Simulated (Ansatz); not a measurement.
What does this script print? It uses Ansatz 0.2.0 through its Python package.

`run_scan.py`
```python
import ansatz
from ase import Atoms
import numpy as np

BASIS = 'cc-pVDZ'
XC = 'hf'

atoms = Atoms(['C', 'Al', 'Cl', 'H', 'H', 'H'], positions=[
    [-0.4355, 0.4272, -0.2842],
    [0.1216, -1.3437, 0.2578],
    [2.0702, -1.5925, 1.199],
    [0.3731, 1.2277, -0.0488],
    [-1.4198, 0.7195, 0.2213],
    [-0.6674, 0.4977, -1.3914],
])
system = ansatz.Crystal.molecule_from_ase(atoms)

symbols = [site.symbol for site in system.cartesian_sites]
start = np.array([site.position_ang for site in system.cartesian_sites])
axis = (start[1] - start[0]) / np.linalg.norm(start[1] - start[0])
moving = [1, 2]
lengths, energies = [1.702, 1.779, 1.857, 1.934, 2.011, 2.089, 2.166, 2.282], []
for length in lengths:
    xyz = start.copy()
    xyz[moving] += (length - np.linalg.norm(start[1] - start[0])) * axis
    point = ansatz.Crystal.molecule()
    for symbol, place in zip(symbols, xyz):
        point = point.atom(symbol, place.tolist())
    base = (
        point.calculation()
        .basis(gaussian=BASIS)
        .functional(XC)
        .spin('collinear', total=1)
        .scf(lower_state_search='off')
    )
    data = base.run().report
    energies.append(data['free_energy_ev'])
    print(f'r = {length:6.3f} A  E = {energies[-1]:.5f} eV  <S^2> = {abs(data["mean_field"]["state"]["spin_squared"]):.3f}')

fit = np.polynomial.Polynomial.fit(lengths, np.array(energies) - min(energies), 4).convert()
roots = [r.real for r in fit.deriv().roots() if abs(r.imag) < 1e-9 and fit.deriv(2)(r.real) > 0]
r_e = min(roots, key=lambda r: abs(r - lengths[int(np.argmin(energies))]))
print(f'minimum of the fit at {r_e:.4f} A, force constant {fit.deriv(2)(r_e):.2f} eV/A^2')
```

```console
$ python run_scan.py
r =  1.702 A  E = -20165.04552 eV  <S^2> = 0.753
r =  1.779 A  E = -20165.48078 eV  <S^2> = 0.753
r =  1.857 A  E = -20165.73024 eV  <S^2> = 0.754
r =  1.934 A  E = -20165.83785 eV  <S^2> = 0.755
r =  2.011 A  E = -20165.84520 eV  <S^2> = 0.757
r =  2.089 A  E = -20165.77943 eV  <S^2> = 0.760
r =  2.166 A  E = -20165.66453 eV  <S^2> = 0.765
r =  2.282 A  E = -20165.43652 eV  <S^2> = 0.779
minimum of the fit at 1.9770 A, force constant 13.98 eV/A^2
```

Caveats:
- The settings weren't tested for convergence.
- The rest of the molecule is held rigid at a force-field or estimated start geometry, and the basis set is modest; single-reference methods fail as a bond breaks.
- The species is open-shell (spin multiplicity 2).
- Hartree-Fock leaves correlation out, so bond, atomisation and ionisation energies come out well too low.
- Finished in 5.4 s on 1 thread of Arm Neoverse V1 (shared host), peak memory 0.19 GiB.

(Lines on the test bed's own set-up are left out of the output.)
